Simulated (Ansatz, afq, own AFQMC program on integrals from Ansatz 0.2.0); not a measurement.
# Where AFQMC and coupled cluster stand for BH₂O⁺, singlet

```xyz
4

B     0.0000   -0.2384    0.7416
O     0.0000    0.1607   -0.5303
H     0.0000    0.5590    1.6392
H     0.0000   -0.5526   -1.1750
```

Connectivity, by distances: BH–OH.

Basis cc-pVDZ. Noble-gas cores (and the filled d shells of Ga–Kr and In–Xe) are frozen. AFQMC by an in-house program on the Cholesky factors that Ansatz 0.2.0 writes for its CCSD(T) run. ph-AFQMC/CISD is guided by a CISD state made of CCSD amplitudes; releasing the constraint for a short imaginary time cuts its bias at the price of noise, slowly where states lie close. Uncertainties: one standard error, sampling alone.

Determinant: RHF, the one that the program's search chose, which needn't be the lowest solution. The geometry is a PBE0/def2-TZVP stationary point of this or a neighbouring charge and spin state.

No full CI on the walks' own integrals is used here; CCSDTQ serves as the reference and is uncertain by about the last step of the cluster series.

Cautions: raised T1 diagnostic (T1 0.025, weight of the determinant 0.90, largest double 0.06).

The T1 diagnostic is 0.0249 and the weight of the determinant in the CISD state is 0.901. The size of the correlated space is 10 electrons in 36 orbitals.

Reference: CCSDTQ, correlation energy -7.680 eV. The released energy is read at 2.40 1/Eh (meV from the phaseless value at times in 1/Eh: 0 ± 5 at 0.24, -3 ± 3 at 0.51, 0 ± 3 at 0.99, 4 ± 4 at 1.62, -1 ± 5 at 2.40).

```csv
level,E − E(reference) (kJ/mol),share of correlation (%)
HF,741.0,0.00
MP2,61.7,91.67
CCSD,25.4,96.57
CCSD(T),3.4,99.55
CCSDT,1.8,99.76
CCSDT(Q),-0.5,100.07
ph-AFQMC/HF,-21.6 ± 2.4,102.91
ph-AFQMC/CISD,-0.5 ± 0.5,100.06
released AFQMC,-0.6 ± 0.4,100.08
```

CCSDT and higher add their correlation energy to the determinant of the CCSD(T) run, since their own runs factorise the integrals more tightly (a shift of under 2 meV). A walk keeps the symmetry of its determinant, which the program's search chose and which needn't be the lowest solution, so a lower state of the same spin and another symmetry isn't excluded. Released energies are given only where the last usable release times agree within the noise; a slower fall can still hide under it.
